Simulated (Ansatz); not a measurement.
Relaxation of C₄H₆ (10 atoms, charge 0, multiplicity 1), to a largest force component of 0.02 eV/Å in at most 50 steps.

Level of theory: RHF/def2-SVP in Ansatz.

```xyz
10
Properties=species:S:1:pos:R:3
C -1.198 0.773 -1.062
C -0.567 0.450 0.016
C 0.515 -0.464 -0.038
C 1.305 -0.820 1.063
H -1.000 0.434 -2.080
H -2.077 1.528 -0.997
H -0.825 0.864 0.987
H 0.875 -0.857 -0.997
H 0.991 -0.437 2.097
H -0.118 -1.012 0.659
```

**Question.** Where does it end, and by what steps?

**Answer.** The run converged. After 14 steps the energy has fallen by 1.605 eV; H10 moved furthest, 0.62 Å.

```json
{"step": "0", "energy less start (eV)": "0.0000", "largest force component (eV/Å)": "4.034", "accepted": "yes"}
{"step": "1", "energy less start (eV)": "-1.0527", "largest force component (eV/Å)": "1.754", "accepted": "yes"}
{"step": "2", "energy less start (eV)": "-1.3955", "largest force component (eV/Å)": "0.706", "accepted": "yes"}
{"step": "3", "energy less start (eV)": "-1.4724", "largest force component (eV/Å)": "1.070", "accepted": "yes"}
{"step": "4", "energy less start (eV)": "-1.5183", "largest force component (eV/Å)": "0.511", "accepted": "yes"}
{"step": "5", "energy less start (eV)": "-1.5533", "largest force component (eV/Å)": "0.559", "accepted": "yes"}
{"step": "6", "energy less start (eV)": "-1.5766", "largest force component (eV/Å)": "0.412", "accepted": "yes"}
{"step": "7", "energy less start (eV)": "-1.4849", "largest force component (eV/Å)": "1.952", "accepted": "no"}
{"step": "8", "energy less start (eV)": "-1.5939", "largest force component (eV/Å)": "0.185", "accepted": "yes"}
{"step": "9", "energy less start (eV)": "-1.5965", "largest force component (eV/Å)": "0.168", "accepted": "yes"}
{"step": "10", "energy less start (eV)": "-1.5998", "largest force component (eV/Å)": "0.195", "accepted": "yes"}
{"step": "11", "energy less start (eV)": "-1.6020", "largest force component (eV/Å)": "0.217", "accepted": "yes"}
{"step": "12", "energy less start (eV)": "-1.6042", "largest force component (eV/Å)": "0.081", "accepted": "yes"}
{"step": "13", "energy less start (eV)": "-1.6047", "largest force component (eV/Å)": "0.055", "accepted": "yes"}
{"step": "14", "energy less start (eV)": "-1.6048", "largest force component (eV/Å)": "0.019", "accepted": "yes"}
```

```xyz
10
Properties=species:S:1:pos:R:3
C -1.156 0.934 -1.052
C -0.717 0.358 0.054
C 0.350 -0.703 0.101
C 1.491 -0.562 1.022
H -0.770 0.665 -2.029
H -1.920 1.700 -1.024
H -1.129 0.665 1.012
H 0.650 -1.025 -0.898
H 1.152 0.048 1.875
H -0.051 -1.621 0.588
```

Time of the run: 32 s on 1 thread of Intel(R) Xeon(R) Processor @ 2.70GHz, with other jobs on the host, peak memory 0.16 GiB.
